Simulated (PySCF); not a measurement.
Structure with atom numbers: `[H]/[N:2]=[CH:3]/[C:4]#[N:5]` (H(Xn): hydrogen on atom n).

- shieldings: GIAO PBE0/pcSseg-1
- geometry from PBE0-D3(BJ)/def2-SVP
- run in PySCF 2.14
- non-relativistic, in vacuum, single conformer

Shifts are taken against calculated references (same method and geometry level): TMS for ¹³C (σ = 184.41 ppm), ¹H (σ = 31.27 ppm); ¹⁵N (σ = 265.67 ppm) vs NH3.

```
atoms  nucleus  count  Hirshfeld charge  δ (ppm)
H(C3)       ¹H      1              0.07     7.50
   C4      ¹³C      1              0.08    120.5
   N5      ¹⁵N      1             -0.18    326.2
   N2      ¹⁵N      1             -0.18        ?
H(N2)       ¹H      1              0.13        ?
   C3      ¹³C      1              0.08    153.1
```

**Question.** Estimate the values marked ?.

**Answer.** 
- H(N2): 12.12 ppm, hydrogen on an imine nitrogen; exchangeable; this is the value without hydrogen bonding to other molecules
- N2: 421.5 ppm, imine nitrogen

The OH or NH signal is concentration- and solvent-dependent in practice; the value given is the gas-phase one. Shifts are as computed. Against solution values, carbons near 30 ppm lie about +2 ppm off and those near 130 ppm about +5 ppm. Of 1211 compounds with measured shifts, 218 miss one by over three times the rms of a fit or turn the order of signals round; such compounds aren't used in these exercises. Experimental scales use liquid or dissolved standards, which lie at an offset from isolated NH3 (liquid NH3: subtract about 20 ppm). Unscaled 15N shifts of sp2 nitrogen come out 20 to 40 ppm too high even then.
